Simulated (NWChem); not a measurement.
## Polarisability of hydrogen chloride (HCl)

```xyz
2

Cl     0.0000     0.0000     0.0716
H      0.0000     0.0000    -1.2180
```
Charge 0, spin multiplicity 1.

The numbers come from NWChem runs, not from measurements. Structure: optimised with B3LYP/def2-SVP, a minimum by its harmonic frequencies.

Basis set: def2-SVPD. Static limit.

The correlated methods keep 5 core orbitals frozen. B3LYP has NWChem's definition, with VWN1-RPA local correlation. Coupled-cluster values serve here as a point of comparison, not as the truth.

**Question.** Order these methods by the isotropic polarisability they give, lowest first: HF, CCSD linear response, PBE, B3LYP.

**Answer.** HF (16.39 bohr³), CCSD linear response (17.14 bohr³), B3LYP (17.50 bohr³), PBE (17.88 bohr³)
